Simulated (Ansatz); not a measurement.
**Worked example: correlation energy of HGe–GeH, triplet**

Geometry: a PBE0/def2-TZVP stationary point for this spin, not checked as a minimum.

```tsv
atom	x (Å)	y (Å)	z (Å)
Ge	0.0000	-0.0625	1.2017
Ge	0.0000	0.0625	-1.2017
H	0.0000	1.4524	1.6545
H	0.0000	-1.4524	-1.6545
```

Basis cc-pVDZ; Ansatz 0.2.0. Only valence electrons are correlated (noble-gas cores and the filled d shells of p-block atoms frozen), which leaves 10 electrons in 36 orbitals. Prefix R: restricted or restricted open-shell reference. No spin–orbit coupling is included, and no scalar relativity.

Full CI isn't at hand for all of this; RCCSDTQ serves as the reference, and is uncertain by about the last step of the cluster series.

Runs differ by some tens of microhartree through their thresholds and, for an open shell, their frozen cores, so steps under 0.03 kcal/mol mean nothing.

```
    level  total energy (hartree)
      RHF            -4151.765263
     RMP2            -4151.921090
    RCCSD            -4151.954469
 RCCSD(T)            -4151.961810
   RCCSDT            -4151.963369
RCCSDT(Q)            -4151.963860
  RCCSDTQ            -4151.963911
```

Question: What is the correlation energy at RCCSDTQ, and what share of it do RMP2 and RCCSD(T) recover?

Answer: E(corr) = -4151.963911 − (-4151.765263) = -0.198648 hartree = -5.405 eV. RMP2: -0.155827 / -0.198648 = 78.44 %. RCCSD(T): -0.196547 / -0.198648 = 98.94 %.

Question: By how many kcal/mol does RCCSD(T) miss RCCSDTQ (1 hartree = 627.509 kcal/mol), and which steps make up the rest?

Answer: -4151.961810 − (-4151.963911) = 0.002101 hartree = 1.32 kcal/mol. Steps: RCCSDT − RCCSD(T) = -0.98, RCCSDT(Q) − RCCSDT = -0.31, RCCSDTQ − RCCSDT(Q) = -0.03 kcal/mol. Differences between like states or geometries often cancel part of this.
